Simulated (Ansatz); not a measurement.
Process, species as SMILES: ClCCl + 2 [H][H] (H2) → C (CH4) + 2 Cl (HCl)
B3LYP-D3(BJ)/def2-TZVP geometries, fixed; electronic energies without zero-point terms.

Effect of the final integration grid (spheres per factor e of radius in core and valence, angular degree) at PBE/aug-cc-pV(T+d)Z with Ansatz (a program for electronic structure), against the last row, where the energy of full hydrogenation is -43.42 kcal/mol. The default's grid is 13, 11, 36.

| setting | largest shift of a total energy (mEh) | shift of the energy of full hydrogenation (kcal/mol) |
|---|---|---|
| accuracy: medium (default) | 0.000 | 0.000 |
| final_grid: 4, 3, 11 | 3.289 | -2.159 |
| final_grid: 6, 5, 17 | -0.244 | 0.087 |
| final_grid: 8, 7, 23 | -0.039 | -0.027 |
| final_grid: 10, 9, 29 | -0.003 | -0.002 |
| final_grid: 18, 15, 47 | 0.000 | 0.000 |
| final_grid: 26, 22, 59 | 0.000 | 0.000 |

Within 0.02 kcal/mol in the energy of full hydrogenation: accuracy: medium (default); final_grid: 10, 9, 29; final_grid: 18, 15, 47. The largest shift is 3.289 mEh in a total energy and 2.159 kcal/mol in the difference.
